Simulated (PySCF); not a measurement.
# How methods differ on the ionisation energy of S

S [Ne] 3s2 3p4 (3P) → S+ [Ne] 3s2 3p3 (4S), as a difference of total energies. Computed with PySCF 2.14 in def2-TZVPPD, with the non-relativistic Hamiltonian (point nucleus). Correlated levels: valence: [Ne] frozen. The calculations carry no spin-orbit coupling.

```csv
method,ionisation energy (eV)
UHF,9.233
MP2 (valence),9.969
SCS-MP2 (valence),10.047
CCSD (valence),10.075
CCSD(T) (valence),10.111
```

A first-order spin-orbit estimate (lowest level to lowest level, LS coupling) adds 0.024 eV.

Errors of the correlated levels include the incompleteness of this basis and the frozen core.

Question: Which method comes closest to the reference value, and which is furthest?

Answer: The reference is 10.360 eV (measured; NIST Atomic Spectra Database, ionization energies). Closest: CCSD(T) (valence) (error -0.226 eV); furthest: UHF (error -1.103 eV), both after the spin-orbit estimate.
